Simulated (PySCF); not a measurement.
# Computed NMR parameters against published values

Atoms are numbered as in `[CH:1]1=[CH:2][CH2:3][CH2:4][CH2:5][CH2:6]1`. Each H is labelled by its parent atom.

[PySCF: PBE0/pcSseg-1 with gauge-including orbitals; structure optimised with GFN2-xTB; in vacuum; averaged over atoms made equivalent by symmetry, fast rotation or ring inversion; non-relativistic Hamiltonian; a single conformation]

Reference values: measured (solution, not stated in the table (CDCl3 in this author's series); The use of chemical shift calculations in the conformational analysis of substituted benzenes, New J. Chem. 2019 (ESI)).
```
      atoms  quantity  reference  computed  computed, scaled
H(C1)/H(C2)      δ ¹H       5.68      6.02              5.77
H(C3)/H(C6)      δ ¹H       1.99      2.14              2.11
H(C4)/H(C5)      δ ¹H       1.61      1.62              1.62
```

Computed shifts are σ(ref) − σ with the named reference compound (TMS for H and C) calculated as an isolated molecule at the same level. The measured values may be among those fitted. Scaled to experiment by linear calibration (H and C: mostly CDCl3 data, vs TMS): ¹H: δ = 30.01 − 0.943σ (rms 0.17 ppm, 504 shifts, 0.18 ppm with the 4 outliers that the fit left out). A few per cent of atoms miss by over 2 rms, more outside the fitted compound classes.

How far are the unscaled ¹H shifts from the references?

Answers

Mean signed difference +0.17 ppm, mean absolute 0.17 ppm over 3 comparisons; the largest is +0.34 ppm at H(C1)/H(C2) (hydrogen on an alkene CH).
